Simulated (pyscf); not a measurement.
HO–SiH₂–OH + O [triplet] → HO–SiH•–OH + OH• (hydrogen abstraction; triplet surface; H–Si broken, H–O formed). Structures and frequencies: ωB97X-D3(BJ)/def2-SVP in PySCF. Correlated levels are frozen-core, on RHF or UHF. ΔMP2 is the change of the MP2 total energy from the triple- to the quadruple-zeta basis. Energies in kcal/mol from the separated reactants.

```json
[
 {"level": "ωB97X-D3(BJ)/def2-TZVP", "barrier": "0.2", "reaction energy": "-5.7"},
 {"level": "r²SCAN/def2-TZVP", "barrier": "-8.1", "reaction energy": "-12.3"},
 {"level": "M06-2X/def2-TZVP", "barrier": "1.7", "reaction energy": "-7.6"},
 {"level": "ωB97M-D3(BJ)/def2-TZVP", "barrier": "1.7", "reaction energy": "-5.1"},
 {"level": "HF/def2-TZVP", "barrier": "30.8", "reaction energy": "+14.2"},
 {"level": "CCSD(T)/def2-TZVPP", "barrier": "6.4", "reaction energy": "-3.8"},
 {"level": "CCSD(T)/def2-TZVPP + ΔMP2(QZVPP)", "barrier": "5.2", "reaction energy": "-5.4"}
]
```

On the product side the descent ends in a complex, 4.0 kcal/mol under the separated species and 9.9 kcal/mol under the saddle at ωB97X-D3(BJ)/def2-TZVP. At r²SCAN this geometry lies under the reactants; that is no barrier but a single point on another level's saddle; such a level's own saddle, if it has one, lies nearer that side and is low. HO–SiH•–OH + OH• also meet on a surface of lower spin, which isn't treated here. This is the saddle that the search found; another between the same sides may lie lower. The angle at the transferred H is 119°: a side-on saddle, likely not the lowest. The CCSD(T) − MP2 part came from Ansatz, without density fitting, on the same reference. Left out: the spin-orbit lowering of OH, O.
